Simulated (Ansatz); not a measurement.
# Telling isomers of CHF3S apart by their spectra

These gas-phase data were calculated for one isomer of CHF3S at B3LYP-D3(BJ)/def2-SVP (harmonic, unscaled wavenumbers; equilibrium rotational constants with average atomic masses):

- rotational constants: 7.195, 2.82, 2.239 GHz
- all wavenumbers above 1500 cm⁻¹: 3084
- dipole moment: 0.98 D (PBE0/def2-TZVPD)

Candidates:

(1) `FSC(F)F`, a singlet
(2) `FC(F)(F)S`, a singlet

**Question.** Which structure fits?

**Answer.** Candidate (1). No mode falls between 2500 and 2800 cm⁻¹, where the S–H stretch of (2) would stand.

The same quantities for all candidates:

```tsv
	rotational constants (GHz)	wavenumbers above 1500 cm⁻¹	dipole (D)	E above the lowest, B3LYP-D3(BJ)/def2-SVP (kcal/mol)
(1)	7.195, 2.82, 2.239	3084	0.98	33.4
(2)	5.587, 3.227, 3.175	2682	1.41	0.0
```

Harmonic stretches to hydrogen usually lie a few per cent above observed fundamentals. Each candidate is one conformer. Programs: Ansatz 0.2.0.
